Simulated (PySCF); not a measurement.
## Which basis set comes closest?

Molecule: SMILES FC(F)(F)F, CF4.

Molfile (atoms numbered from 1):
```
CF4
     RDKit          3D

  5  4  0  0  0  0  0  0  0  0999 V2000
   -0.2270    0.1570   -1.2865 F   0  0  0  0  0  0  0  0  0  0  0  0
   -0.0003    0.0001    0.0000 C   0  0  0  0  0  0  0  0  0  0  0  0
   -0.7720   -0.9574    0.4682 F   0  0  0  0  0  0  0  0  0  0  0  0
    1.2617   -0.3230    0.1853 F   0  0  0  0  0  0  0  0  0  0  0  0
   -0.2624    1.1232    0.6330 F   0  0  0  0  0  0  0  0  0  0  0  0
  1  2  1  0
  2  3  1  0
  2  4  1  0
  2  5  1  0
M  END
```

Geometry PBE0-D3(BJ)/def2-SVP throughout; GIAO in PySCF 2.14.0 with density-fitted response routines, gas phase, one conformer, non-relativistic; equivalent atoms averaged; functional PBE0.

Reference values (CCSD(T)/pcSseg-4; gas (isolated, no vibration); G. L. Stoychev, PhD thesis, Univ. Bonn 2021 (Stoychev, Auer, Izsak, Neese, JCTC 2018, 14, 619)): σ(C2) = 66.0 ppm, σ(F1/F3/F4/F5) = 267.6 ppm.

Task: How do the basis sets STO-3G, 6-31G, pcSseg-0, 6-31G*, def2-SVP, cc-pVDZ, pcSseg-1, aug-cc-pVDZ, 6-311+G(2d,p), cc-pVTZ, def2-TZVP, IGLO-III, pcSseg-2 perform against the reference? Times are CPU seconds on shared hosts with different chips, so compare them loosely.

Result: 
| basis set | functions | C2 | F1/F3/F4/F5 | abs. error C | abs. error F | core-s |
| --- | --- | --- | --- | --- | --- | --- |
| STO-3G | 25 | 137.9 | 399.2 | 71.9 | 131.6 | 1.8 |
| 6-31G | 45 | 72.8 | 256.1 | 6.8 | 11.5 | 3.4 |
| pcSseg-0 | 45 | 47.3 | 254.2 | 18.7 | 13.4 | 1.8 |
| 6-31G* | 70 | 75.1 | 272.3 | 9.1 | 4.7 | 4.9 |
| def2-SVP | 70 | 71.8 | 272.3 | 5.8 | 4.7 | 4.7 |
| cc-pVDZ | 70 | 75.8 | 271.3 | 9.8 | 3.7 | 2.9 |
| pcSseg-1 | 85 | 57.1 | 249.7 | 8.9 | 17.9 | 2.6 |
| aug-cc-pVDZ | 115 | 70.6 | 260.9 | 4.6 | 6.7 | 5 |
| 6-311+G(2d,p) | 135 | 60.0 | 246.3 | 6.0 | 21.3 | 9.8 |
| cc-pVTZ | 150 | 58.7 | 251.8 | 7.3 | 15.8 | 7.1 |
| def2-TZVP | 155 | 57.0 | 248.0 | 9.0 | 19.6 | 13 |
| IGLO-III | 175 | 53.2 | 244.9 | 12.8 | 22.7 | 8.1 |
| pcSseg-2 | 180 | 52.1 | 247.2 | 13.9 | 20.4 | 6.5 |

For ¹³C the closest is aug-cc-pVDZ (4.6 ppm) and the furthest STO-3G (71.9 ppm).

For ¹⁹F the closest is cc-pVDZ (3.7 ppm) and the furthest STO-3G (131.6 ppm). Where a smaller basis beats a larger one, errors probably cancel; the largest sets show where the functional converges. One molecule is a small sample, and the reference may use another geometry.

A small basis that lands close on one nucleus may do so by chance; judge by the trend and by all nuclei.
